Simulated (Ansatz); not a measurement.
Start from `C=C=S` and change one element to get `C=C=O`.

Ansatz, PBE0-D4/def2-TZVP geometries, multiplicity 1. 

```
                                                                                  property  `C=C=S`
                                            zero-point energy (PBE0-D4/def2-TZVP) / kJ/mol     77.5
                                            size of the dipole moment (PBE/def2-TZVPP) / D     0.96
                                                   HOMO–LUMO gap (ωB97M-V/def2-TZVPP) / eV     8.70
ideal-gas entropy at 298 K and 1 bar (rigid rotor, harmonic PBE0-D4/def2-TZVP) / J/(mol·K)      253
                                                        LUMO energy (PBE0/def2-TZVPP) / eV    -2.15
                                        size of the dipole moment (ωB97M-V/def2-TZVPP) / D     1.03
```

Problem. What does the change do to each property? (Estimate.)

Solution. Ansatz gave: 
```json
{"property": "zero-point energy (PBE0-D4/def2-TZVP) / kJ/mol", "`C=C=O`": "83.3", "shift": "5.8"}
{"property": "size of the dipole moment (PBE/def2-TZVPP) / D", "`C=C=O`": "1.33", "shift": "0.37"}
{"property": "HOMO–LUMO gap (ωB97M-V/def2-TZVPP) / eV", "`C=C=O`": "10.77", "shift": "2.07"}
{"property": "ideal-gas entropy at 298 K and 1 bar (rigid rotor, harmonic PBE0-D4/def2-TZVP) / J/(mol·K)", "`C=C=O`": "241", "shift": "-12"}
{"property": "LUMO energy (PBE0/def2-TZVPP) / eV", "`C=C=O`": "-0.91", "shift": "1.24"}
{"property": "size of the dipole moment (ωB97M-V/def2-TZVPP) / D", "`C=C=O`": "1.40", "shift": "0.37"}
```

With PBE0 the HOMO falls by 0.50 eV and the LUMO rises by 1.24 eV, so the gap widens by about 1.74 eV. PBE moves the HOMO by -0.31 eV and ωB97M-V by -0.70 eV. Dipoles are sizes alone; their direction can turn.
